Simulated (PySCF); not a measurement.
Mapped SMILES: `[CH3:1][NH:2][OH:3]`. Hydrogens are named by the atom that carries them.

Geometry: PBE0-D3(BJ)/def2-SVP; GIAO shifts from PySCF 2.14, gas phase, non-relativistic, averaged over equivalent atoms.

At PBE0/pcSseg-1 (76 basis functions, 7.2 s wall time on 1 thread of an Intel Xeon Platinum 8375C, shared host):
```tsv
atoms	δ (ppm)
C1	42.4
N2	136.7
O3	114.7
H(N2)	3.74
H(O3)	3.17
H(C1)	2.62
```

Chemical shifts δ = σref − σ; ¹³C (σref 184.41), ¹H (σref 31.27) against TMS; ¹⁵N (σref 265.67) vs NH3; ¹⁷O (σref 334.56) vs H2O, all at this level.

**Question.** What do these become at wB97X-D/pcSseg-2?

**Answer.** 
```tsv
atoms	δ at wB97X-D/pcSseg-2	change
C1	43.6	+1.2
N2	132.4	-4.3
O3	105.7	-9.0
H(N2)	4.08	+0.34
H(O3)	3.65	+0.48
H(C1)	2.61	-0.01
```

δ = σ(ref) − σ, references computed at the same level: ¹³C (σ = 184.42 ppm), ¹H (σ = 31.36 ppm) vs TMS; ¹⁵N (σ = 260.06 ppm) against NH3; H2O for ¹⁷O (σ = 326.83 ppm).

The largest change is at O3 (N–OH oxygen). Cost: 178 basis functions, 15 s wall time on 1 thread of an Intel Xeon Platinum 8375C, shared host.

Experimental scales use liquid or dissolved standards, which lie at an offset from isolated NH3 (liquid NH3: subtract about 20 ppm) and H2O (liquid H2O: subtract about 36 ppm).
